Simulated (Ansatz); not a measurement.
Cost and result for the atomization energy of CH$_{6}$NSi (`C[SiH]N`) radical (9 atoms, 8 bonds).

```xyz
9

C     0.528    0.860    0.905
Si    0.181   -0.831    0.171
N    -0.968   -0.650   -1.109
H     0.894    1.544    0.134
H     1.283    0.784    1.691
H    -0.373    1.290    1.349
H     1.408   -1.412   -0.460
H    -1.115   -1.416   -1.748
H    -1.837   -0.170   -0.932
```

Total charge 0; spin multiplicity 2. The geometry is a stationary point of PBE0-D4/def2-TZVP. It is one conformer, not always the lowest. Program: Ansatz. Hardware: A = 2 threads of a server CPU on a shared host; B = 2 threads of an AMD EPYC 7R13 on a shared host and a share of an NVIDIA H100 80 GB. Times are those of one run each, without the atoms' runs, and a repeat can differ threefold. Electronic energies, without spin–orbit coupling; frozen cores. CCSD(T)/CBS extrapolates def2-TZVPP and def2-QZVPP, and its time is that of the two runs behind it. T1 = 0.013; ⟨S²⟩ of the reference is 0.76. HSE06 is the plane-wave form, built on full-range PBE exchange.

CCSD(T)/CBS is a level of theory with its own doubt, some kJ/mol a heavy atom from the limit and from the frozen cores, so smaller differences don't rank the functionals.

```json
{"level": "LDA (SPW92)/def2-TZVPP [A]", "functions": "188", "wall time": "2.2 s"}
{"level": "revPBE-D4/def2-TZVPP [A]", "functions": "188", "wall time": "3.9 s"}
{"level": "BLYP-D4/def2-TZVPP [A]", "functions": "188", "wall time": "4.4 s"}
{"level": "HSE06-D4/def2-TZVPP [A]", "functions": "188", "wall time": "5.5 s"}
{"level": "BHLYP-D4/def2-TZVPP [A]", "functions": "188", "wall time": "5.5 s"}
{"level": "CAM-B3LYP-D4/def2-TZVPP [A]", "functions": "188", "wall time": "7 s"}
{"level": "CCSD(T)/def2-SVP [A]", "functions": "76", "wall time": "7 s"}
{"level": "B2PLYP/def2-TZVPP [A]", "functions": "188", "wall time": "8 s"}
{"level": "CCSD(T)/def2-TZVPP [B]", "functions": "188", "wall time": "8 s"}
{"level": "ωB97X-V/def2-TZVPP [A]", "functions": "188", "wall time": "12 s"}
{"level": "ωB97M-V/def2-TZVPP (with forces) [A]", "functions": "188", "wall time": "15 s"}
{"level": "CCSD(T)/def2-QZVPP [B]", "functions": "364", "wall time": "19 s"}
{"level": "CCSD(T)/CBS(def2)", "functions": "–", "wall time": "27 s"}
```

What atomization energy does each give, and how far from CCSD(T)/CBS? (Estimate.)

Ansatz gave: 
```json
{"level": "LDA (SPW92)/def2-TZVPP [A]", "atomization (kcal/mol)": "821.3", "difference from CCSD(T)/CBS": "94.2", "per bond": "11.8"}
{"level": "revPBE-D4/def2-TZVPP [A]", "atomization (kcal/mol)": "722.8", "difference from CCSD(T)/CBS": "-4.3", "per bond": "-0.5"}
{"level": "BLYP-D4/def2-TZVPP [A]", "atomization (kcal/mol)": "728.9", "difference from CCSD(T)/CBS": "1.8", "per bond": "0.2"}
{"level": "HSE06-D4/def2-TZVPP [A]", "atomization (kcal/mol)": "727.8", "difference from CCSD(T)/CBS": "0.7", "per bond": "0.1"}
{"level": "BHLYP-D4/def2-TZVPP [A]", "atomization (kcal/mol)": "714.0", "difference from CCSD(T)/CBS": "-13.1", "per bond": "-1.6"}
{"level": "CAM-B3LYP-D4/def2-TZVPP [A]", "atomization (kcal/mol)": "733.6", "difference from CCSD(T)/CBS": "6.5", "per bond": "0.8"}
{"level": "CCSD(T)/def2-SVP [A]", "atomization (kcal/mol)": "677.2", "difference from CCSD(T)/CBS": "-49.9", "per bond": "-6.2"}
{"level": "B2PLYP/def2-TZVPP [A]", "atomization (kcal/mol)": "721.0", "difference from CCSD(T)/CBS": "-6.1", "per bond": "-0.8"}
{"level": "CCSD(T)/def2-TZVPP [B]", "atomization (kcal/mol)": "707.0", "difference from CCSD(T)/CBS": "-20.1", "per bond": "-2.5"}
{"level": "ωB97X-V/def2-TZVPP [A]", "atomization (kcal/mol)": "730.6", "difference from CCSD(T)/CBS": "3.5", "per bond": "0.4"}
{"level": "ωB97M-V/def2-TZVPP (with forces) [A]", "atomization (kcal/mol)": "729.2", "difference from CCSD(T)/CBS": "2.1", "per bond": "0.3"}
{"level": "CCSD(T)/def2-QZVPP [B]", "atomization (kcal/mol)": "719.1", "difference from CCSD(T)/CBS": "-8.0", "per bond": "-1.0"}
{"level": "CCSD(T)/CBS(def2)", "atomization (kcal/mol)": "727.1", "difference from CCSD(T)/CBS": "0.0", "per bond": "0.0"}
```

At CCSD(T), def2-SVP lies −49.9 kcal/mol from the extrapolated value and def2-TZVPP −20.0 kcal/mol: correlation converges slowly with the basis, and small sets miss more of it in the bonded molecule than in its fragments. The D4 term adds +5.5 kcal/mol with B3LYP and +2.8 kcal/mol with PBE0; it sums over pairs of atoms, weighted by their polarisabilities, and B3LYP, whose exchange is more repulsive, gets the larger term. In def2-TZVPP, CCSD(T) changes the Hartree–Fock value by +175.8 kcal/mol (the triples alone add +8.3 kcal/mol) and MP2 by +178.8 kcal/mol; breaking electron pairs costs correlation energy, which Hartree–Fock lacks.

B3LYP here is the variant with VWN-RPA as its local correlation; programs differ in this.
